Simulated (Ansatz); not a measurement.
Mulliken charges of `NBO` from ωB97M-V/def2-TZVPP in Ansatz (PBE0-D4/def2-TZVP geometry).

```csv
atom,x (Å),y (Å),z (Å),charge (e)
N1,-0.949,0.172,-0.443,-0.268
B2,0.292,0.161,0.197,0.144
O3,1.026,-0.998,0.192,-0.317
H4,-1.328,-0.636,-0.907,0.129
H5,-1.535,0.985,-0.476,0.129
H6,0.696,1.156,0.737,-0.003
H7,1.859,-0.907,0.654,0.185
```

Question: By hand: the dipole of these point charges (1 e Å = 4.8032 D).

Answer: Σ q r = (-0.056, 0.167, 0.027) e Å, of length 0.178 e Å = 0.85 D.

Question: How does the dipole of the full density compare? (Estimate.)

Answer: The calculation gave: (-0.064, 0.111, 0.004) e Å, 0.62 D; the point charges give 1.37 times that, at 13° from its direction.

Point charges leave out the atoms' own dipoles, such as those of lone pairs, and Mulliken's split depends on the basis, so the two needn't agree.
